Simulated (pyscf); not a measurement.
HF (SMILES F) + F–N(F)–F (SMILES FN(F)F) -> F–N(F)–F (SMILES FN(F)F) + HF (SMILES F) (four-centre exchange; singlet surface; F–H, F–N broken, F–N, F–H formed). Single points on ωB97X-D3(BJ)/def2-SVP structures (PySCF, gas phase). Correlated levels are frozen-core, on RHF or UHF. ΔMP2 is the change of the MP2 total energy from the triple- to the quadruple-zeta basis. Energies in eV from the separated reactants.

```json
[
 {"level": "ωB97X-D3(BJ)/def2-TZVP", "barrier": "2.73", "reaction energy": "0.00"},
 {"level": "PBE0-D3(BJ)/def2-TZVP", "barrier": "2.53", "reaction energy": "0.00"},
 {"level": "HF/def2-TZVP", "barrier": "…", "reaction energy": "0.00"},
 {"level": "MP2/def2-QZVPP", "barrier": "2.98", "reaction energy": "0.00"},
 {"level": "CCSD/def2-TZVPP", "barrier": "3.21", "reaction energy": "0.00"},
 {"level": "CCSD(T)/def2-TZVPP", "barrier": "2.88", "reaction energy": "0.00"},
 {"level": "CCSD(T)/def2-TZVPP + ΔMP2(QZVPP)", "barrier": "…", "reaction energy": "0.00"}
]
```

Q: Complete the blanks.

A: 
- HF/def2-TZVP, barrier: 3.89
- CCSD(T)/def2-TZVPP + ΔMP2(QZVPP), barrier: 2.85

One saddle was located; it need not be the lowest between these sides. A restricted solution here is unstable towards spin polarisation, so biradical character is likely and single-reference numbers are less safe. The CCSD(T) − MP2 part came from Ansatz, without density fitting, on the same reference. The largest closed-shell T1 diagnostic is 0.032, which may signal static correlation.
